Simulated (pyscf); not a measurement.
**Four-centre exchange: H₂N–SiH₂–Cl + SiH₄ → H₃Si–NH–SiH₂–Cl + H₂**

Gas phase, singlet surface, charge 0. Bonds broken: N1–H4, Si8–H9. Bonds formed: N1–Si8, H4–H9. Single points on ωB97X-D3(BJ)/def2-SVP structures (PySCF, gas phase).

Transition state (Å):

```xyz
12

N     -0.9347    -0.4391     0.2432
Si     0.5474    -0.1398    -0.6791
Cl     0.9896    -1.8358    -1.7560
H     -1.9779    -0.2075    -0.2916
H     -0.9344    -1.3045     0.7908
H      0.2423     0.9813    -1.5945
H      1.6841     0.1492     0.2233
Si    -1.7268     1.0263     1.2108
H     -2.8526     0.5713    -0.1926
H     -2.8921     0.7460     2.0932
H     -1.5879     2.3578     0.5586
H     -0.5885     1.0669     2.2232
```

One imaginary mode, 1422i cm⁻¹; descent along it reached the two sides named.

```csv
bond,change,reactant side (Å),saddle,product side
N1–H4,breaks,1.016,1.195,3.6
Si8–H9,breaks,1.489,1.856,3.4
N1–Si8,forms,3.2,1.926,1.749
H4–H9,forms,2.9,1.175,0.761
```

Electronic energies relative to the separated reactants (eV):

```
level                   barrier  reaction energy  reverse barrier
----------------------  -------  ---------------  ---------------
ωB97X-D3(BJ)/def2-TZVP     1.96            -0.39             2.35
PBE/def2-TZVP              1.84            -0.21             2.05
r²SCAN/def2-TZVP           1.90            -0.31             2.20
B3LYP-D3(BJ)/def2-TZVP     2.00            -0.32             2.32
PBE0-D3(BJ)/def2-TZVP      1.86            -0.28             2.14
M06-2X/def2-TZVP           2.03            -0.42             2.44
ωB97M-D3(BJ)/def2-TZVP     2.02            -0.30             2.32
HF/def2-TZVP               2.88            -0.16             3.04
```

With ωB97M-D3(BJ)/def2-TZVP energies and thermal terms (ideal gas, 1 atm, RRHO with modes under 100 cm⁻¹ raised to 100, one conformer, R ln 2 for chiral ones without a mode under 150 cm⁻¹), in eV:

| T (K) | ΔH‡ | ΔG‡ | ΔH | ΔG |
|---|---|---|---|---|
| 298 | 1.94 | 2.39 | -0.40 | -0.33 |
| 600 | 1.95 | 2.84 | -0.35 | -0.27 |
| 900 | 1.98 | 3.29 | -0.31 | -0.24 |
| 1200 | 2.01 | 3.72 | -0.28 | -0.22 |

This is the saddle that the search found; another between the same sides may lie lower.
